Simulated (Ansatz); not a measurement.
# C4H2FN, SMILES C#CC(F)C#N: harmonic frequencies at the relaxed geometry

Run with Ansatz's Python interface.

The script, `c4h2fn_freq.py`:
```python
"""Harmonic frequencies of C4H2FN at its relaxed geometry."""

import itertools
import logging
import sys

import ansatz as az
from ase import Atoms
from ase.data import atomic_numbers, covalent_radii
from ase.thermochemistry import IdealGasThermo
import numpy as np
from rdkit import Chem
from rdkit.Chem import AllChem

logging.basicConfig(stream=sys.stdout, format="%(name)s: %(message)s")
logger = logging.getLogger("run")
logger.setLevel(logging.INFO)

config = {
    "basis": "6-31G*",
    "functional": "pbe",
}


def main() -> None:
    # start geometry from RDKit
    rd = Chem.AddHs(Chem.MolFromSmiles("C#CC(F)C#N"))
    AllChem.EmbedMolecule(rd, randomSeed=678)
    AllChem.UFFOptimizeMolecule(rd)
    geometry = az.Crystal.molecule()
    for atom, xyz in zip(rd.GetAtoms(), rd.GetConformer().GetPositions()):
        geometry = geometry.atom(atom.GetSymbol(), xyz.round(5).tolist())

    model = (
        geometry.calculation()
        .basis(gaussian=config["basis"])
        .functional(config["functional"])
        .accuracy("medium")
    )
    symbols = [site.symbol for site in geometry.cartesian_sites]
    start = np.array([site.position_ang for site in geometry.cartesian_sites], dtype=float)
    rep = model.relax(force_tolerance=0.003).run(threads=1, backend="cpu").report
    end = np.array(rep["positions_ang"])

    # pairs closer than 1.2 times the sum of covalent radii, before or after
    radius = [covalent_radii[atomic_numbers[s]] for s in symbols]
    span = lambda where, i, j: np.linalg.norm(where[i] - where[j])
    bonded = [(i, j) for i, j in itertools.combinations(range(len(symbols)), 2) if min(span(start, i, j), span(end, i, j)) < 1.2 * (radius[i] + radius[j])]
    logger.info("pair        before    after (A)")
    for i, j in bonded:
        print(f"{symbols[i]}{i}-{symbols[j]}{j}".ljust(10), f"{span(start, i, j):8.4f} {span(end, i, j):8.4f}")

    # frequencies need a stationary point, so they are taken at the relaxed geometry
    minimum = az.Crystal.molecule()
    for symbol, place in zip(symbols, end):
        minimum = minimum.atom(symbol, place.tolist())
    vibrating = minimum.calculation()
    vibrating = vibrating.basis(gaussian=config["basis"])
    vibrating = vibrating.functional(config["functional"]).accuracy("medium")
    vibrating = vibrating.phonons(temperatures=(100, 500, 100))
    vib = vibrating.run(threads=1, backend="cpu").report["vibrations"]
    sums = vib["harmonic_sums"]
    modes = [m["omega_inv_cm"] for m in sums["modes_at_gamma"] if m["rigid_motion"] == "no"]
    for number, w in enumerate(modes, start=1):
        logger.info(f"mode {number:2d} {w:9.1f} 1/cm {w / 8065.544 * 1000:8.2f} meV")
    print("imaginary modes:", sum(w < 0 for w in modes), " zero-point energy:", round(sums["zero_point_energy_ev"], 4), "eV")
    # rigid rotor and ideal gas, symmetry number taken as one
    gas = IdealGasThermo(vib_energies=[w / 8065.544 for w in modes if w > 0], geometry="linear" if len(modes) == 3 * len(symbols) - 5 else "nonlinear",
                         atoms=Atoms(symbols, positions=end), symmetrynumber=1, spin=0.0)
    logger.info(f"H(298 K) - E = {gas.get_enthalpy(298.15, verbose=False):.4f} eV")
    logger.info(f"S(298 K, 1 bar) = {96485.33 * gas.get_entropy(298.15, 1e5, verbose=False):.1f} J/(mol K) with symmetry number 1")


if __name__ == "__main__":
    main()
```

```console
$ python c4h2fn_freq.py
run: pair        before    after (A)
C0-C1        1.2058   1.2168
C0-H6        1.0583   1.0751
C1-C2        1.4642   1.4627
C2-F3        1.3817   1.3986
C2-C4        1.4642   1.4810
C2-H7        1.1095   1.1093
C4-N5        1.1574   1.1722
run: mode  1     121.2 1/cm    15.02 meV
run: mode  2     195.7 1/cm    24.26 meV
run: mode  3     213.6 1/cm    26.48 meV
run: mode  4     324.9 1/cm    40.28 meV
run: mode  5     480.7 1/cm    59.60 meV
run: mode  6     540.7 1/cm    67.03 meV
run: mode  7     582.4 1/cm    72.20 meV
run: mode  8     600.3 1/cm    74.43 meV
run: mode  9     636.7 1/cm    78.94 meV
run: mode 10     872.8 1/cm   108.21 meV
run: mode 11    1009.9 1/cm   125.21 meV
run: mode 12    1033.4 1/cm   128.12 meV
run: mode 13    1289.6 1/cm   159.89 meV
run: mode 14    1293.1 1/cm   160.33 meV
run: mode 15    2185.1 1/cm   270.91 meV
run: mode 16    2286.3 1/cm   283.46 meV
run: mode 17    2954.3 1/cm   366.29 meV
run: mode 18    3420.8 1/cm   424.13 meV
imaginary modes: 0  zero-point energy: 1.2424 eV
run: H(298 K) - E = 1.4336 eV
run: S(298 K, 1 bar) = 324.0 J/(mol K) with symmetry number 1
```

These settings explore the input space; basis and method may be short of convergence. The frequencies are harmonic and unscaled, in a modest basis. The result belongs to the one conformer reached from this start, and soft torsions count as harmonic oscillators. The entropy takes a symmetry number of 1; a symmetric molecule's is lower by R ln(sigma). Timing: 100 s on 1 thread of Arm Neoverse V1 (shared host), peak memory 0.29 GiB.
